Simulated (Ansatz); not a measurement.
# SF₄: small, medium and large basis sets

The task here is to estimate one member of a computed series from the others.

Program: Ansatz 0.2.0, Gaussian basis. Level of theory: one geometry, several basis sets. These are calculated values, not measurements.

Levels to be run: PBE0-D4/def2-SVP; ωB97M-V/def2-SVP; PBE0-D4/def2-QZVPP; ωB97M-V/def2-QZVPP; CCSD(T)/cc-pV(D+d)Z; CCSD(T)/cc-pV(T+d)Z; CCSD(T)/cc-pV(Q+d)Z; the functionals' def2-TZVPP values are taken from earlier runs.

## The geometry

The geometry comes from an earlier relaxation with PBE0-D4 in a triple-zeta def2 set; it is a stationary point.

SMILES `FS(F)(F)F`, 5 atoms, charge 0, spin multiplicity 1.

Atoms are counted from 1 here; the program's logs count them from 0.

Bond lengths: F1–S2 1.553 Å, S2–F3 1.649 Å, S2–F4 1.649 Å, S2–F5 1.553 Å. Angles: F1–S2–F3 87.6°, F1–S2–F4 87.6°, F1–S2–F5 101.3°, F3–S2–F4 172.5°, F3–S2–F5 87.6°, F4–S2–F5 87.6°.

Geometry (Å):

```xyz
5
charge 0, multiplicity 1
F    -0.56117   -0.22798    1.17280
S     0.06399   -0.35735   -0.24300
F     1.53671   -0.46200    0.49143
F    -1.44014   -0.07731   -0.85816
F     0.40060    1.12464   -0.56306
```

The first run:

The input, in.yaml:

```yaml
crystal:
  periodic: [false, false, false]
  atoms:
    - {symbol: F, position_ang: [-0.561173, -0.227980, 1.172798]}
    - {symbol: S, position_ang: [0.063988, -0.357355, -0.243004]}
    - {symbol: F, position_ang: [1.536709, -0.462000, 0.491432]}
    - {symbol: F, position_ang: [-1.440139, -0.077307, -0.858165]}
    - {symbol: F, position_ang: [0.400605, 1.124641, -0.563061]}
basis:
  gaussian: {orbitals: def2-SVP}
hamiltonian: {xc: pbe0, dispersion: d4}
output: {orbitals: {seedname: orbitals}}
```

Launch:

```console
> ansatz run in.yaml --threads 2 --pin off --events-out ev --progress --plain --max-ram 32768MiB --backend cpu
```

Steps of the session up to this table: PBE0-D4 in def2-SVP; ωB97M-V in def2-SVP; PBE0-D4 in def2-QZVPP; ωB97M-V in def2-QZVPP.

One table of the session follows, with a row left open; its other results are not shown here.

It belongs to the step «Functionals by basis». 

```
functional       basis  HOMO (eV)
   PBE0-D4    def2-SVP      -9.64
   PBE0-D4  def2-TZVPP      -9.82
   PBE0-D4  def2-QZVPP          ?
   ωB97M-V    def2-SVP     -11.94
   ωB97M-V  def2-TZVPP     -12.16
   ωB97M-V  def2-QZVPP     -12.25
```

Q: Estimate the row for PBE0-D4, def2-QZVPP from the others.

**Answer.** HOMO (eV): -9.89. In the column «HOMO (eV)» it lies between ωB97M-V, def2-SVP (-11.94) and PBE0-D4, def2-TZVPP (-9.82).
